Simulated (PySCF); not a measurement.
**Magnesium: highly charged ions in a basis for the neutral atom**

Mg⁷⁺ [He] 2s2 2p1, Mg⁸⁺ [He] 2s2. Computed with PySCF 2.14 in cc-pVTZ, with no relativity, point nucleus. No spin-orbit coupling, so a gap to NIST mixes the basis error with missing relativistic terms.

Changed run: basis of the neutral atom used for a highly charged ion. This setting is unsound on purpose.

```json
{"species": "Mg⁷⁺", "method": "UHF", "sound run (hartree)": "not run", "changed run (hartree)": "-171.18228", "converged": "yes"}
{"species": "Mg⁷⁺", "method": "B3LYP", "sound run (hartree)": "not run", "changed run (hartree)": "-171.31455", "converged": "yes"}
{"species": "Mg⁷⁺", "method": "r2SCAN", "sound run (hartree)": "not run", "changed run (hartree)": "-171.29052", "converged": "yes"}
{"species": "Mg⁸⁺", "method": "UHF", "sound run (hartree)": "not run", "changed run (hartree)": "-161.61168", "converged": "yes"}
{"species": "Mg⁸⁺", "method": "B3LYP", "sound run (hartree)": "not run", "changed run (hartree)": "-161.69136", "converged": "yes"}
{"species": "Mg⁸⁺", "method": "r2SCAN", "sound run (hartree)": "not run", "changed run (hartree)": "-161.67744", "converged": "yes"}
```

Ionisation energy of Mg⁷⁺:

```tsv
method	changed run (eV)	NIST (eV)
UHF	260.43	265.92
B3LYP	261.86	265.92
r2SCAN	261.59	265.92
```

The contracted functions were made for the neutral atom and can be too rigid for a highly charged ion.
